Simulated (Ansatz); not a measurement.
# H5NOSi: the cost of one run

Program: Ansatz 0.2.0. Level of theory: RKS B3LYP/def2-SVP. These are calculated values, not measurements.

## 1. The structure to begin with

Bond lengths: Si1–H2 1.660 Å, Si1–O3 1.880 Å, O3–H4 1.010 Å, Si1–H5 1.459 Å, Si1–N6 1.819 Å, N6–H7 1.060 Å, N6–H8 1.060 Å. Angles: H2–Si1–O3 45.4°, H2–Si1–H5 121.8°, H2–Si1–N6 121.8°, O3–Si1–H5 122.6°, O3–Si1–N6 122.6°, H5–Si1–N6 109.5°, Si1–O3–H4 106.0°, Si1–N6–H7 120.0°, Si1–N6–H8 120.0°, H7–N6–H8 120.0°.

Structure file:

```xyz
8

Si    0.0000    0.0000    0.0000
H     0.8436    0.0000    1.4296
O     1.8237    0.0000    0.4570
H     2.1400   -0.9521    0.3404
H    -0.6877    1.1914   -0.4862
N    -0.8572   -1.4851   -0.6061
H    -1.3922   -2.1014    0.0704
H    -0.8219   -1.7344   -1.6357
```

## 2. Pulling towards end A

Springs on the bonds that form and break draw the guess towards this end; the thresholds are loose.

input.yaml reads:

```yaml
crystal:
  periodic: [false, false, false]
  atoms:
    - { symbol: Si, position_ang: [0.0, 0.0, 0.0] }
    - { symbol: H, position_ang: [0.8436, 0.0, 1.4296] }
    - { symbol: O, position_ang: [1.8237, 0.0, 0.457] }
    - { symbol: H, position_ang: [2.14, -0.9521, 0.3404] }
    - { symbol: H, position_ang: [-0.6877, 1.1914, -0.4862] }
    - { symbol: "N", position_ang: [-0.8572, -1.4851, -0.6061] }
    - { symbol: H, position_ang: [-1.3922, -2.1014, 0.0704] }
    - { symbol: H, position_ang: [-0.8219, -1.7344, -1.6357] }
basis:
  gaussian: { orbitals: def2-SVP }
hamiltonian:
  xc: b3lyp
relax:
  f_tol: 0.15
  max_steps: 25
  restrain:
    - { distance: [1, 2], at: 2.21, k: 30.0 }
    - { distance: [0, 1], at: 1.46, k: 30.0 }
    - { distance: [0, 2], at: 1.68, k: 30.0 }
```

Started as:

```console
$ ansatz run input.yaml --threads 1 --pin off --max-ram 2048MiB --backend cpu --events-out ev --progress --plain --runs-dir out
```

Q: Estimate wall time and peak memory on 1 thread of Arm Neoverse V2, shared host.

About 14 s, with a peak of 0.13 GiB.
